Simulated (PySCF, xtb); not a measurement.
CS2. Atoms are numbered in the order given.

```xyz
3

S      0.0000     0.0000    -1.5527
C      0.0000     0.0000     0.0000
S      0.0000     0.0000     1.5527
```

Geometry optimised at B3LYP-D3(BJ)/def2-TZVP.

Calculation: IEF-PCM-PBE0/def2-SVP run with PySCF 2.14.0.

The values are the electrostatic part of the solvation free energy, E(continuum) − E(gas) at the gas-phase geometry, in a cavity of scaled van der Waals radii (PySCF's table); cavitation and dispersion terms are not included. In vacuum the orbital gap is 6.02 eV. The dipole moment in vacuum is 0.00 D.

Problem. Estimate the values in water (ε = 78.36), dimethylsulfoxide (ε = 46.83), diethylether (ε = 4.24). (The exact figures need the calculation; the answer reports its results.)

Solution. 
```
solvent                ε  ΔG(elec) (kcal/mol)  dipole (D)  gap (eV)
-----------------  -----  -------------------  ----------  --------
water              78.36                 -0.2        0.00      6.03
dimethylsulfoxide  46.83                 -0.2        0.00      6.03
diethylether        4.24                 -0.2        0.00      6.03
```

For comparison, GFN2-xTB/ALPB(water) (xtb, at the GFN2-xTB geometry, all terms of that model) gives 4.1 kcal/mol.
